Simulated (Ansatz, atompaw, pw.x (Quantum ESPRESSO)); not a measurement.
**Ti: does the PAW (atompaw) potential hold in the solid?**

Ti, PAW, made with atompaw 4.2.0.5 (LDA (PW92), scalar-relativistic). Core [Ar], reference 3d2 4s1 4p1. Waves: 4s (bound): rc 3.00 bohr; 4s channel at 0.05 Ry: rc 3.00 bohr; 4p (bound): rc 3.00 bohr; 4p channel at 0.2 Ry: rc 3.00 bohr; 3d (bound): rc 3.00 bohr; 3d channel at 0.55 Ry: rc 2.55 bohr; 4f channel at 0.45 Ry: rc 3.00 bohr; 4f channel at 1.35 Ry: rc 3.00 bohr. Local part: bessel scheme, radius 2.95 bohr. Core correction: smooth core density matched at 1.70 bohr. Augmentation charge: besselshape compensation charge, radius 2.20 bohr; PAW radius 3.00 bohr; waves and projectors: custom polynom2 7 10 vanderbiltortho.

Crystal test: sc Ti in pw.x 7.5, no spin, 13³ k-points, Fermi–Dirac smearing 0.01 Ry, cutoffs 40/400 Ry. The lattice is a test structure that the element need not adopt, and mesh and smearing are coarse.

pw.x input:

```
&control
  calculation='scf', prefix='x', pseudo_dir='./', outdir='./tmp', tstress=.true., disk_io='none'
/
&system
  ibrav=0, nat=1, ntyp=1, ecutwfc=40, ecutrho=400, nbnd=9,
  occupations='smearing', smearing='fd', degauss=0.01
/
&electrons
  conv_thr=1e-09, mixing_beta=0.4, electron_maxstep=70
/
ATOMIC_SPECIES
Ti 1.0 Ti.UPF
CELL_PARAMETERS angstrom
  2.56237735 0.00000000 0.00000000
  0.00000000 2.56237735 0.00000000
  0.00000000 0.00000000 2.56237735
ATOMIC_POSITIONS crystal
Ti 0.0000 0.0000 0.0000
K_POINTS automatic
13 13 13 0 0 0
```

```bash
pw.x < Ti.scf.in > Ti.scf.out
```

How does the run end?

It converges; the pressure is 16.96 GPa against -0.39 GPa from all-electron LAPW. The largest radius (3.00 bohr) exceeds half the bond length (2.42 bohr), so the spheres overlap, which is one possible source of error among others. This is a poor potential for the solid. The log shows:

```
     unit-cell volume          =     113.5340 (a.u.)^3
     number of electrons       =         4.00
     number of Kohn-Sham states=            9
     kinetic-energy cutoff     =      40.0000  Ry
     charge density cutoff     =     400.0000  Ry
     scf convergence threshold =      1.0E-09
     Exchange-correlation= SLA PW NOGX NOGC
     number of k points=    84  Fermi-Dirac smearing, width (Ry)=  0.0100
     iteration #  1     ecut=    40.00 Ry     beta= 0.40
     total energy              =     -83.78109516 Ry
     estimated scf accuracy    <       0.00616124 Ry
     iteration #  2     ecut=    40.00 Ry     beta= 0.40
     total energy              =     -83.78949089 Ry
     estimated scf accuracy    <       0.00633694 Ry
     iteration #  3     ecut=    40.00 Ry     beta= 0.40
     total energy              =     -83.79823403 Ry
     estimated scf accuracy    <       0.00497263 Ry
     iteration #  4     ecut=    40.00 Ry     beta= 0.40
     total energy              =     -83.79869235 Ry
     estimated scf accuracy    <       0.00001368 Ry
     [... 4 iterations left out ...]
     iteration #  9     ecut=    40.00 Ry     beta= 0.40
     total energy              =     -83.79873051 Ry
     estimated scf accuracy    <       0.00000002 Ry
     iteration # 10     ecut=    40.00 Ry     beta= 0.40
     total energy              =     -83.79873052 Ry
     estimated scf accuracy    <          1.1E-09 Ry
     iteration # 11     ecut=    40.00 Ry     beta= 0.40
     total energy              =     -83.79873052 Ry
     estimated scf accuracy    <          3.2E-09 Ry
     iteration # 12     ecut=    40.00 Ry     beta= 0.40
     the Fermi energy is     7.4325 ev
!    total energy              =     -83.79873052 Ry
     estimated scf accuracy    <          2.9E-10 Ry
     smearing contrib. (-TS)   =      -0.00970453 Ry
     convergence has been achieved in  12 iterations
          total   stress  (Ry/bohr**3)                   (kbar)     P=      169.64
     Message from routine punch:
     Nothing written, as per user request (disk_io='none')
```
